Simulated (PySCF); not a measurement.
# SiH2F2 (SMILES F[SiH2]F) at 6 levels

We compute a comparison of 6 runs (B2PLYP/STO-3G, SVWN5/STO-3G, UMP2/STO-3G, CCSDT(Q)/STO-3G, QCISD(T)/STO-3G, FCI/STO-3G) of SiH2F2. The job is set up through a Python script.

The calculation is run with PySCF 2.14.0.

5 further runs of the same task are left out: 5 set aside as unsound or not needed.

## 1. The structure to begin with

SiH2F2 has 5 atoms, charge 0, and is taken as a singlet. SMILES: `F[SiH2]F`. The Si2–H4 distance was set to 3.244 Å, away from the relaxed value. At this shape a bond of the SMILES string is far longer than usual.

Bond lengths: F1–Si2 1.586 Å, Si2–F3 1.586 Å, Si2–H5 1.474 Å. Angles: F1–Si2–F3 108.0°, F1–Si2–H5 108.5°, F3–Si2–H5 108.5°.

## 2. The energy at B2PLYP/STO-3G (run 1)

job.py

```python
from pyscf import gto, dft, mp

system = gto.M(
    atom=[
    ('F', (-0.376709, 1.904041, 1.859373)),
    ('Si', (0.697081, 1.365301, 0.824563)),
    ('F', (1.949931, 0.845251, 1.645563)),
    ('H', (-0.590470, -1.138740, -0.786300)),
    ('H', (1.129371, 2.487521, -0.028597)),
],
    spin=0,
    max_memory=1860,
    verbose=3,
    basis='sto-3g',
)

ks = dft.RKS(system, xc='0.53*HF + 0.47*B88, 0.73*LYP')
ks.conv_tol = 1e-10
ks.grids.level = 5
ks.kernel()
if not ks.converged:
    ks = ks.newton().run(ks.mo_coeff, ks.mo_occ)

pt = mp.MP2(ks, frozen=7).run()
etot = ks.e_tot + 0.27 * pt.e_corr
print('PT2 part  %.8f' % (0.27 * pt.e_corr))
print(f'total energy: {etot:.8f} hartree')
```

Run with:

```
$ OMP_NUM_THREADS=1 python job.py
```

What it wrote:

```text
converged SCF energy = -483.473131450539
E(RMP2) = -483.738412849765  E_corr = -0.265281399226428
E(SCS-RMP2) = -483.771064590902  E_corr = -0.297933140363651
PT2 part  -0.07162598
total energy: -483.54475743 hartree
```

It took 4.2 s on 1 thread of Arm Neoverse V1, shared host; peak memory 0.21 GiB.

## 3. A single-point energy at SVWN5/STO-3G (run 2)

calc.py

```python
from pyscf import gto, dft

mol = gto.Mole()
mol.atom = '''
F     -0.376709     1.904041     1.859373
Si     0.697081     1.365301     0.824563
F      1.949931     0.845251     1.645563
H     -0.590470    -1.138740    -0.786300
H      1.129371     2.487521    -0.028597
'''
mol.verbose = 3
mol.charge = 0
mol.basis = 'sto-3g'
mol.max_memory = 1860
mol.build()

calc0 = dft.RKS(mol, xc='svwn')
calc0.grids.level = 5
calc0.conv_tol = 1e-10
calc0.kernel()
if not calc0.converged:
    calc0 = calc0.newton().run(calc0.mo_coeff, calc0.mo_occ)

etot = calc0.e_tot
print('E = %.10f Eh' % etot)
```

Run with:

```
$ OMP_NUM_THREADS=1 python calc.py
```

What it wrote:

```text
converged SCF energy = -481.408079167477
E = -481.4080791675 Eh
```

Run time: 4.2 s. Hardware: 1 thread of Arm Neoverse V1, shared host; peak memory 0.15 GiB.

Runs 3 to 5 aren't shown in full; the table further down has their settings and results.

## 4. The energy at FCI/STO-3G (run 6)

input.py

```python
from pyscf import gto, mcscf
from pyscf import fci

mol = gto.M(
    atom='''
F     -0.711877     3.598116     3.513706
Si     1.317292     2.580045     1.558198
F      3.684836     1.597293     3.109663
H     -1.115827    -2.151907    -1.485892
H      2.134202     4.700733    -0.054040
''',
    basis='sto-3g',
    max_memory=1860,
    unit='bohr',
    verbose=3,
)

mf = mol.RHF()
mf.conv_tol = 1e-10
mf.kernel()
if not mf.converged:
    mf = mf.newton().run(mf.mo_coeff, mf.mo_occ)

cas = mcscf.CASCI(mf, mf.mo_coeff.shape[-1] - 7, (mol.nelec[0] - 7, mol.nelec[1] - 7))  # full CI above the frozen core
cas.fcisolver = fci.direct_spin0.FCI(mol)  # even spin states alone
cas.kernel()
print('<S^2> = %.4f' % cas.fcisolver.spin_square(cas.ci, cas.ncas, cas.nelecas)[0])
energy = cas.e_tot
print('E(%s) = %.9f' % ('FCI', energy))
```

Run with:

```
$ OMP_NUM_THREADS=1 python input.py
```

What it wrote:

```text
converged SCF energy = -482.538936364954
CASCI E = -482.786907867352  E(CI) = -87.3274763501771  S^2 = 0.0000000
<S^2> = 0.0000
E(FCI) = -482.786907867
```

It took 28 s on 1 thread of Arm Neoverse V1, shared host; peak memory 0.34 GiB.

## 5. All runs side by side

```
run            level  frozen core orbitals  integration grid  energy (Eh)  dipole moment (D) of the reference  HOMO energy (eV)  LUMO energy (eV)  wall time
  1    B2PLYP/STO-3G                     7                 5  -483.544757                                1.72             -3.20              0.53      4.2 s
  2     SVWN5/STO-3G                     –                 5  -481.408079                                1.93             -1.37             -0.35      4.2 s
  3      UMP2/STO-3G                     7                 –  -482.762581                                1.49             -6.52              5.81     0.88 s
  4  CCSDT(Q)/STO-3G                     7                 –  -482.787222                                1.64             -4.22              2.04      4.2 s
  5  QCISD(T)/STO-3G                     7                 –  -482.788983                                1.64             -4.22              2.04     0.86 s
  6       FCI/STO-3G                     7                 –  -482.786908                                1.64             -4.22              2.04       28 s
```

## 6. Outcome

| quantity | value |
| --- | --- |
| run 6: total energy | -482.78691 Eh |
| run 6: dipole moment (Hartree–Fock density) | 1.64 D |
| run 6: HOMO energy (Hartree–Fock orbitals) | -4.22 eV |
| run 6: LUMO energy (Hartree–Fock orbitals) | 2.04 eV |
| run 6: HOMO–LUMO gap (Hartree–Fock orbitals) | 6.26 eV |
| run 6: correlation energy (7 core orbitals frozen) | -248.0 mEh |

Against full CI in this basis: UMP2 +24.3 mEh; CCSDT(Q) -0.3 mEh; QCISD(T) -2.1 mEh. Totals of different functionals can't be ranked against each other. In runs 1, 2, 3, 4, 5, 6 the basis is minimal, so the values are rough. In runs 1, 2, 5 a closed-shell determinant meets a far-stretched bond, which it describes badly. Spin contamination of the reference: run 3 ⟨S²⟩ = 0.99. Where it is this large, the reference is a mixture of spin states, and values that rest on it are in doubt. All runs together took 42 s, the longest 28 s.
